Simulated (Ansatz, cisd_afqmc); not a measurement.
Species: PH2, charge 0, doublet. PH2 (SMILES [PH2], doublet).
B3LYP-D3(BJ)/def2-TZVP minimum from Ansatz (a quantum-chemistry and plane-wave program):
```xyz
3

P      0.0052    -0.0015     0.1165
H     -0.0501     1.0329    -0.8596
H     -0.0274    -1.0099    -0.8876
```
Charge 0, spin multiplicity 2.

Total energies in cc-pV(D+d)Z, 7 correlated electrons, 5 frozen orbitals. Open shells are spin-unrestricted; no spin-orbit coupling. Cores are frozen in correlated methods. No relativity. AFQMC is phaseless with a CISD trial state; ± is one standard error, without the phaseless bias. Outlying blocks are dropped, and bars are widened where a walk drifts. Over all cases where full CI ran beside it in this data, AFQMC minus full CI had a median of +0.1 mEh and passed +0.4 mEh in a tenth of the cases. Full CI freezes restricted core orbitals and the other rows unrestricted ones, which leaves a small offset even where coupled cluster is exact.

| method | program | energy (Eh) | error against FCI (mEh) |
|---|---|---|---|
| HF | Ansatz | -341.87582 | 138.44 |
| MP2 | Ansatz | -341.98371 | 30.56 |
| CCSD | Ansatz | -342.01056 | 3.70 |
| CCSD(T) | Ansatz | -342.01350 | 0.77 |
| CCSDT(Q) | Ansatz | -342.01425 | 0.01 |
| CCSDTQ | Ansatz | -342.01427 | 0.00 |
| AFQMC/CISD | cisd_afqmc | -342.0141 ± 0.0001 | 0.1 ± 0.1 |
| FCI | Ansatz | -342.01427 | 0.00 |

Rough core times of Ansatz's runs on a shared machine: CCSD(T) under 20 s, CCSDT(Q) under 20 s, CCSDTQ 60 s, FCI 2 min.
